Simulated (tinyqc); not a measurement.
Inside a calculation. Method: extended Hueckel theory, for BH. Computed by tinyqc, a small Python program that keeps every step (integrals from PySCF). Settings: charge = 0, K = 1.5, weighted = 1, multiplicity = 1. Command: `OMP_NUM_THREADS=1 python tinyqc.py 29642 29643 out.jsonl` (the two numbers bound the seeds that draw the settings). One thread of a shared host (Intel(R) Xeon(R) Processor @ 2.60GHz), about 0.01 s of CPU time with the checks.

## Overlaps

Geometry (angstrom):
```
atom        x        y        z
B     0.00000  0.00000  0.00000
H     0.00000  0.00000  1.32500
```

Parameters chosen for this run:
```
element  shell  Slater exponent  H_ii (eV)
B           2s          1.30000  -15.20000
B           2p          1.30000   -8.50000
H           1s          1.30000  -13.60000
```

Slater orbitals, each expanded in six Gaussians scaled to its exponent.

overlap S, order 1B 2s, 1B 2px, 1B 2py, 1B 2pz, 2H 1s:
```
[[1.00000, 0.00000, 0.00000, 0.00000, 0.42752],
 [0.00000, 1.00000, 0.00000, 0.00000, 0.00000],
 [0.00000, 0.00000, 1.00000, 0.00000, 0.00000],
 [0.00000, 0.00000, 0.00000, 1.00000, 0.48893],
 [0.42752, 0.00000, 0.00000, 0.48893, 1.00000]]
```

## Wolfsberg-Helmholz matrix

diagonal H_ii (eV): [-15.20000, -8.50000, -8.50000, -8.50000, -13.60000]

K = 1.50000

H_ij = K' S_ij (H_ii + H_jj)/2 for i != j (the diagonal keeps H_ii), with K' = K + D^2 + D^4 (1 - K), D = (H_ii - H_jj)/(H_ii + H_jj), K = 1.5.

H (eV), order 1B 2s, 1B 2px, 1B 2py, 1B 2pz, 2H 1s:
```
[[-15.20000, 0.00000, 0.00000, 0.00000, -9.25336],
 [0.00000, -8.50000, 0.00000, 0.00000, 0.00000],
 [0.00000, 0.00000, -8.50000, 0.00000, 0.00000],
 [0.00000, 0.00000, 0.00000, -8.50000, -8.38401],
 [-9.25336, 0.00000, 0.00000, -8.38401, -13.60000]]
```

## Orbitals

valence electrons = 4

Solve H C = S C e through S^(-1/2); fill by pairs from the bottom, a degenerate level sharing its electrons equally; each orbital has its largest coefficient positive (the first on a tie).

orbital energies (eV): [-16.67305, -11.36174, -8.50000, -8.50000, 0.35719]

occupations: [2.00000, 2.00000, 0.00000, 0.00000, 0.00000]

coefficients, order 1B 2s, 1B 2px, 1B 2py, 1B 2pz, 2H 1s:
```
[[0.69226, 0.63275, 0.00000, 0.00000, -0.66070],
 [0.00000, 0.00000, -0.31123, 0.95034, 0.00000],
 [0.00000, 0.00000, 0.95034, 0.31123, 0.00000],
 [0.01363, -0.54614, 0.00000, 0.00000, -1.05593],
 [0.47980, -0.55247, 0.00000, 0.00000, 1.09277]]
```

sum of one-electron energies = -56.06957 eV

Within a degenerate level the vectors are fixed only up to a rotation; this is one choice.

## Mulliken analysis

P = C n C^T; charge = valence electrons (B 3, H 1) minus the sum of (P S)_ii on the atom; overlap population = 2 sum P_ij S_ij between two atoms.

charges: [0.35738, -0.35738]

Overlap populations:
```
pair     value
2-1   0.573064
```
